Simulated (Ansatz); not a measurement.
This geometry of CH5B + ClH (9 atoms, charge 0, multiplicity 1) is a first-order saddle point.

Computed with RKS CAM-B3LYP/6-31G* (Ansatz).

```xyz
9
Properties=species:S:1:pos:R:3
B -0.031 -0.267 0.272
C -0.008 0.050 1.930
H -0.949 -0.018 2.482
H 0.819 -0.313 2.546
H 0.186 1.117 1.757
H 1.041 -0.157 -0.223
H -1.037 0.106 -0.234
Cl -0.297 -2.423 0.326
H -0.159 -1.283 1.305
```

**Question.** Which two structures does it join? (They come from a converged band through this point; their orientation in space is the band's.)

**Answer.** Bonds broken: B1–C2, Cl8–H9. Bonds formed: B1–Cl8, C2–H9. CH5B + ClH becomes BClH2 + CH4.

First end point:

```xyz
9
Properties=species:S:1:pos:R:3
B 0.023 0.162 0.287
C 0.064 0.404 1.831
H -0.867 0.176 2.359
H 0.908 -0.065 2.345
H 0.214 1.492 1.938
H 1.037 0.020 -0.333
H -1.002 0.263 -0.321
Cl -0.306 -2.772 0.394
H -0.506 -2.866 1.661
```

Last end point:

```xyz
9
Properties=species:S:1:pos:R:3
B -0.077 -0.658 -0.786
C -0.011 0.012 2.666
H -0.889 0.313 3.241
H 0.878 0.059 3.299
H 0.115 0.691 1.818
H 1.032 -0.228 -0.781
H -1.050 0.024 -0.771
Cl -0.287 -2.389 -0.835
H -0.146 -1.012 2.308
```

**Question.** How far does it lie above each of them?

**Answer.** 18.5 kcal/mol above the first and 45.8 kcal/mol above the second. This is the barrier of this one path; another mechanism may lie lower. The orbitals stay closed-shell, which can raise the energy where a bond breaks towards radicals; this wasn't checked here.

The run took 3.1 min on 2 threads of Intel(R) Xeon(R) Platinum 8259CL CPU @ 2.50GHz (Skylake/Cascade Lake) (shared host), peak memory 0.16 GiB.
